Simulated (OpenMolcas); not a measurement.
## AlH2F (SMILES [F][AlH2]): the vertical energy of the triplet above the singlet, rung by rung

The species is AlH2F (4 atoms), meant as a singlet with charge 0. SMILES: `[F][AlH2]`. The shape comes from GFN2-xTB, which is rough for such elements, and wasn't checked as a minimum.

Each level gives the vertical energy of the triplet above the singlet (eV). The values are calculated.

| level | kind | program | value (eV) | less FCI/STO-3G | CPU time (all runs) |
| --- | --- | --- | --- | --- | --- |
| HF/STO-3G | Hartree–Fock | OpenMolcas | 7.84 | -0.20 | 4 s |
| SVWN5/STO-3G | LDA | OpenMolcas | 7.02 | -1.02 | 8.5 s |
| PBE/STO-3G | GGA | OpenMolcas | 7.03 | -1.01 | 9.4 s |
| B3LYP/STO-3G | global hybrid | OpenMolcas | 7.45 | -0.59 | 11 s |
| M06-2X/STO-3G | hybrid meta-GGA | OpenMolcas | 7.82 | -0.22 | 12 s |
| CASPT2(2,2)/STO-3G | multireference | OpenMolcas | 8.45 | +0.41 | 3.1 s |
| MRCI(2,2)/STO-3G | multireference | OpenMolcas | 8.10 | +0.06 | 3.2 s |
| FCI/STO-3G, open shells restricted | exact in the basis | OpenMolcas | 8.04 | 0.00 | 8.1 s |

FCI/STO-3G, open shells restricted is exact within its basis and frozen core, so for wave-function methods in that basis the difference is their error; functionals converge differently with the basis, so for them it is only a difference. The values span 7.02 to 8.45 eV. A triplet this far above the singlet is often a Rydberg-like or dissociative state; sets without diffuse functions put Rydberg states too high. All rows use very small basis sets, so even the best lies far from the true value. CPU times are rough (shared hosts, several kinds of processor): they show what a rung costs within a factor of a few.
